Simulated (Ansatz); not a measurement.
`CCOCC#N`, charge 0, multiplicity 1.

(1) Give a relaxed structure at PBE0-D4/def2-TZVP (Ansatz). (Estimate.)

Results:

(1) Ansatz gave: 
```xyz
13

C    -0.002    0.908    1.510
C     0.499    1.042    0.088
O     0.775   -0.197   -0.540
C    -0.375   -0.921   -0.858
C    -0.007   -2.078   -1.669
N     0.247   -2.998   -2.307
H    -0.089    1.898    1.964
H     0.695    0.317    2.107
H    -0.987    0.439    1.562
H    -0.215    1.613   -0.524
H     1.450    1.579    0.071
H    -0.902   -1.290    0.032
H    -1.088   -0.312   -1.435
```
This is one stationary point; other conformers may exist.
